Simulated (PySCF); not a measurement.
C₃H₄FNO.
Atom-mapped SMILES: `[CH2:1]=[C:2]([F:3])[NH:4][CH:5]=[O:6]` (hydrogens: H7, H8 on C1; H9 on N4; H10 on C5)

Method used: MP2 and CCSD/aug-cc-pVDZ in PySCF, restricted Hartree–Fock reference, 6 core orbitals frozen, non-relativistic, gas phase, PBE0-D3(BJ)/def2-SVP geometry.

E(HF) = -344.71177 Eh.

Question: How large is the problem?

Answer: 174 basis functions and 46 electrons; 6 orbitals frozen, which leaves o = 17 correlated occupied and v = 151 virtual orbitals. That is o·v = 2567 singles and o·v(o·v + 1)/2 = 3296028 distinct closed-shell doubles amplitudes before symmetry; the costliest CCSD step grows as o²v⁴ = 1.5 × 10^11.

Question: What are the MP2 and CCSD correlation energies?

Answer: MP2 -0.9728 Eh and CCSD -1.0019 Eh, which gives totals of -345.68459 and -345.71366 Eh. That is 0.802 eV for each correlated electron at CCSD (2630 kJ/mol in all, 0.290 % of the total energy); MP2 gives 97.1 % of the CCSD value.

Question: What is the T1 diagnostic?

Answer: 0.0153, below the customary warning level of 0.02. It is the norm of the spatial-orbital singles amplitudes over the root of the number of correlated electrons, so the norm is 0.089.

Question: How does correlation change the dipole moment?

Answer: HF gives 2.97 D and CCSD (unrelaxed density) 2.58 D, a change of -0.39 D.

No triples correction and no basis-set extrapolation were made.

The job also held the EOM ionisation roots. The run took 12 min on an Arm Neoverse V2 with one thread, shared host with 96 logical CPUs at a one-minute load of 34, and the process peaked at 3.1 GiB of memory.

The values belong to the conformer `[CH2:1]=[C:2]([F:3])[NH:4][CH:5]=[O:6]`: C1–C2–N4–C5 1°, C2–N4–C5–O6 0°.
